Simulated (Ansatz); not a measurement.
# BSi⁻, triplet: the ladder up to RCCSDT(Q)

Geometry: a PBE0/def2-TZVPD stationary point for this spin.

```xyz
2

Si    0.0000    0.0000    0.0000
B     0.0000    0.0000    1.8533
```

Basis aug-cc-pVDZ; Ansatz 0.2.0. Correlated methods freeze the noble-gas cores, which leaves 8 electrons in 44 orbitals. R marks a restricted (for open shells ROHF) determinant, U an unrestricted one. Active spaces: valence = (8e, 8o) chosen from the atoms' valence shells.

Full CI isn't at hand for all of this; RCCSDT(Q) serves as the reference, and is uncertain by about the last step of the cluster series. The frozen core follows each run's orbitals, which can shift R against U totals by a few meV.

Unrestricted rows (U) aren't spin-pure: their determinants' ⟨S²⟩ exceeds S(S+1) by up to 0.38, so they mix in states of higher spin. For open shells CISD is restricted-active-space CI with the open shells as a complete middle space.

- UHF ⟨S²⟩: 2.378
- T1 diagnostic (RCCSD): 0.0497
- largest doubles amplitude (RCCSD): 0.096
- T1 diagnostic (UCCSD): 0.0839

```tsv
level	E − E(RHF) (eV)
UHF	-0.2536
RMP2	-4.2038
UMP2	-3.9295
RCCSD	-4.9226
UCCSD	-4.9165
RCCSD(T)	-5.2598
UCCSD(T)	-5.2325
```

Question: Estimate how far RCCSDT(Q) in aug-cc-pVDZ lies from RCCSD(T). The table doesn't fix it; the size of (T) and the diagnostics are the guide.

Answer: RCCSDT(Q) in aug-cc-pVDZ lies 83 meV below RCCSD(T), which is 25 % of the (T) step (-337 meV). T1 is raised, but (T) still catches most of what CCSD lacks. The miss exceeds 1 kcal/mol.

The other levels:

| level | E − E(RCCSDT(Q)) (meV) | share of correlation (%) | wall time |
| --- | --- | --- | --- |
| CISD | 786 | 85.28 | 12 s |
| BCCD(T) | 81 | 98.49 | 47 s |
| RCCSDT | 31 | 99.42 | – |
| UCCSDT | 31 | 99.43 | – |
| UCCSDT(Q) | -5 | 100.10 | 2.8 min |
| CASSCF (valence space) | 3404 | 36.29 | – |
| NEVPT2 (valence space) | 877 | 83.59 | 14 s |
| MRCISD (valence space) | 312 | 94.15 | – |
| MRCISD+Q (valence space) | 26 | 99.51 | 18 s |

The correlation energy at RCCSDT(Q), counted from RHF, is -5.343 eV. That run took 2.3 min on 1 thread of Intel Xeon, shared host.

Times hold each run's SCF and search for its determinant on a shared host, so for small cases they say little of a method's own cost; they ran on 1 thread of Intel Xeon.

Natural occupations of CASSCF (valence space) about the gap: 1.981 1.934 1.909 1.013 0.979 0.100 0.057 0.027; effectively unpaired electrons, Σ n²(2−n)², 2.10.
